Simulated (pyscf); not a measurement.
This saddle point was located with ωB97X-D3(BJ)/def2-SVP in PySCF.

```xyz
7

O      1.6647     0.1368    -0.3321
Nb     0.0134    -0.3474     0.1301
O      0.1519     1.7104     0.4441
Cl    -1.1937    -1.2829    -1.6093
Cl    -0.6705    -1.0660     2.2170
H      1.2249     1.2421    -0.0470
H     -0.3370     2.3526    -0.0857
```
Charge 0, spin multiplicity 2.

Surface: doublet, charge 0. Lowest wavenumbers (cm⁻¹): 1707i, 44, 98, 101, 148.

### Question
Name the species on either side of this saddle.

### Answer
`[OH][Nb]([OH])([Cl])[Cl]` [doublet] ⇌ `[O]=[Nb]([Cl])[Cl]` [doublet] + `[OH2]`, an elimination read from left to right: H–O, Nb–O broken and H–O formed. At ωB97M-D3(BJ)/def2-TZVP it lies +159.6 kJ/mol from the left side and +9.8 kJ/mol from the right (each side as separated species at their lowest minima found). On the product side the descent ends in an adduct with a Nb–O contact, 117.5 kJ/mol under the separated species and 119.1 kJ/mol under the saddle at ωB97X-D3(BJ)/def2-TZVP. What is counted as broken (Nb–O) persists as a longer contact in the product adduct; parting that adduct is a step of its own. At the saddle there is also a short H–Nb contact that neither side keeps. This is the saddle that the search found; another between the same sides may lie lower. Open-shell species with a d-block atom are single-reference here; other states, and whether the spin sits on metal or ligand, were not checked. Elements past Kr carry the def2 core potentials, without spin-orbit coupling.
